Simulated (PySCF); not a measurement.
Structure elucidation problem

The spectra below were simulated for a compound C$_{2}$H$_{2}$N$_{2}$O.

1H NMR (500 MHz, computed): δ 8.30 (s, 2H).

13C{1H} NMR (computed): δ 159.0 (CH, 2C).

- structure optimised with PBE0-D3(BJ)/def2-TZVP
- GIAO B97-2/pcSseg-2 shieldings
- run in PySCF 2.14
- one conformer, relativity neglected, no solvent, fast rotation and ring inversion assumed for equivalent nuclei

References, each an isolated molecule treated in the same way: 1H and 13C vs TMS.

Q: What is the structure?

A: 
1. The formula gives 3 degrees of unsaturation (1 ring in the answer).
2. 1 carbon signal for 2 carbons: some carbons are equivalent by symmetry or fast rotation.
3. Carbon types of the structure: 2 × CH, which accounts for all hydrogens.
4. δC 159.0: aromatic CH between two ring heteroatoms.
5. δH 8.30: hydrogen on an aromatic CH between two ring heteroatoms; the ring current deshields protons in the ring plane.

Structure: SMILES c1nnco1.

This is the structure that produced the data.

Shifts are as computed. Against solution values, carbons near 30 ppm lie about +3 ppm off and those near 130 ppm about +7 ppm. Of 1211 compounds with measured shifts, 218 miss one by over three times the rms of a fit or turn the order of signals round; such compounds aren't used in these exercises.
